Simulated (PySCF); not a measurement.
3-methyl-1-butanethiol, C5H12S

Geometry (Å), atoms numbered from 1 in this order:
```xyz
18

C    -1.079    1.512   -0.498
C    -0.926    0.029   -0.172
C    -2.114   -0.767   -0.701
C     0.385   -0.553   -0.709
C     1.639    0.049   -0.097
S     3.190   -0.641   -0.747
H    -2.039    1.902   -0.126
H    -0.282    2.123   -0.048
H    -1.053    1.676   -1.588
H    -0.912   -0.077    0.930
H    -2.035   -1.833   -0.438
H    -3.064   -0.389   -0.294
H    -2.172   -0.699   -1.800
H     0.391   -1.642   -0.527
H     0.425   -0.430   -1.805
H     1.627   -0.041    1.002
H     1.715    1.123   -0.323
H     2.978   -1.912   -0.340
```

Computed with quadratic response CAM-B3LYP/aug-cc-pVDZ first hyperpolarisability, Taylor convention, gas phase (PySCF 2.14.0). Geometry: PBE0-D3(BJ)/def2-SVP.

Q: What is the first hyperpolarisability, and how does it disperse?

A: In au, Taylor convention; the vector part is βᵢ = ⅓ Σⱼ (βᵢⱼⱼ + βⱼᵢⱼ + βⱼⱼᵢ); β∥ is 3/5 of the vector part along the dipole, the dipole points from − to +:
| process | λ (nm) | β vector norm | β∥ | β HRS | depolarisation ratio |
| --- | --- | --- | --- | --- | --- |
| static β(0;0,0) | ∞ | 140.6 | 78.9 | 59.4 | 4.69 |
| second harmonic β(−2ω;ω,ω) | 1907 | 147.7 | 82.8 | 62.4 | 4.66 |
| Pockels β(−ω;ω,0) | 1907 | 142.9 | 80.2 | – | – |
| second harmonic β(−2ω;ω,ω) | 1064 | 165.4 | 92.8 | 70.2 | 4.61 |
| Pockels β(−ω;ω,0) | 1064 | 148.2 | 83.1 | – | – |

Q: Which lowest excitations, dipole and polarisabilities go with it?

A: S1 5.33 eV (f = 0.010); S2 6.03 eV (f = 0.024); S3 6.61 eV (f = 0.012); dipole 1.87 D; isotropic α 86.1 au static, 86.3 au at 1907 nm, 86.8 au at 1064 nm, 87.0 au at 953.5 nm, 89.0 au at 532 nm.
